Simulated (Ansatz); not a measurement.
A made-up structure of CHBCl, doublet:

```
4
angstrom
B -1.4804 -0.2230 0.5598
C -0.0931 0.0772 -0.0936
Cl 1.5599 -0.6225 0.6210
H 0.0136 0.7683 -1.0872
```

It is relaxed with PBE-D4/def2-SVP and then PBE0-D4/def2-TZVP (Ansatz 0.2.0). Atoms count as bonded within 1.22 times the sum of their covalent radii (H–H: 0.88 Å). The end point is not checked to be a true minimum.

Question: Does its bonding change? (Judge from chemistry; the calculation decides.)

Answer: By the calculation: No: no bond forms or breaks.

Where it ends: The first stage lowers the energy by 0.83 eV in 11 steps. It ends as CHBCl ([B][CH][Cl]):
| atom | x (Å) | y (Å) | z (Å) |
| --- | --- | --- | --- |
| B1 | -1.3216 | -0.1990 | 0.5002 |
| C2 | -0.0832 | 0.0690 | -0.0838 |
| Cl3 | 1.3926 | -0.5556 | 0.5549 |
| H4 | 0.0122 | 0.6856 | -0.9712 |

Labels in which every atom is bracketed show which atoms are joined, not bond orders.

For scale, one of the runs: PBE0-D4/def2-TZVP relaxation, 105 basis functions, launched by `ansatz run in.yaml --threads 2 --pin off --events-out ev --progress --plain --max-ram 4352MiB`. The run took about 8.5 s on 2 CPU threads of an AMD EPYC 9R45 (shared host).
